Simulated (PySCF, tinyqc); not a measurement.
Starting guesses with plain Roothaan steps: SCF starting guesses in the sto-3g basis, for HF, spin multiplicity 1. Computed by the program tinyqc with PySCF. 

Geometry (angstrom):
```
atom,x,y,z
F,0.0000,0.0000,0.0000
H,0.0000,0.0000,1.4190
```

lowest restricted solution found by these runs and by PySCF = -98.444857 hartree

RHF with one setting changed at a time; a run stops when the energy changes by less than 1e-09 hartree and the error matrix is below 1e-5. Starts: the lowest orbitals of the core Hamiltonian, of the Wolfsberg-Helmholz matrix (K = 1.75), projected atomic densities, random orbitals, and the highest orbitals of the core Hamiltonian (a deliberately bad start).

Largest element of the error matrix X^T (FDS - SDF) X:
```
iteration,core,Wolfsberg-Helmholz,atomic densities,random,highest core orbitals
1,3.4e-01,4.1e-01,5.3e-01,2.2e+01,3.4e-01
2,2.8e-01,1.3e-01,3.5e-01,4.4e-01,3.9e-01
3,6.9e-02,2.4e-02,7.8e-02,2.1e-01,2.5e-01
4,1.3e-02,4.8e-03,1.5e-02,4.8e-02,5.9e-02
5,2.7e-03,9.1e-04,3.0e-03,8.5e-03,1.1e-02
6,4.9e-04,1.8e-04,5.8e-04,3.8e-03,2.3e-03
8,1.8e-05,6.8e-06,2.2e-05,2.0e-03,8.8e-05
10,-,-,-,1.0e-03,3.4e-06
14,-,-,-,2.7e-04,-
20,-,-,-,3.6e-05,-
```

How each run ends:
```
run,iterations,E (hartree),state
core,9,-98.44486,lowest found
Wolfsberg-Helmholz,8,-98.44486,lowest found
atomic densities,9,-98.44486,lowest found
random,24,-98.44486,lowest found
highest core orbitals,10,-98.44486,lowest found
```

5 of 5 runs reach the lowest restricted solution found, in 8 to 24 iterations (fastest: Wolfsberg-Helmholz). The first errors are 3e-01, 4e-01, 5e-01, 2e+01, 3e-01; the deliberately bad start has the smallest one, so a small first error does not mark a good start. The restricted reference is unstable here: a spin-polarised solution lies 0.0350 hartree lower (PySCF), so results built on it describe a poor reference.
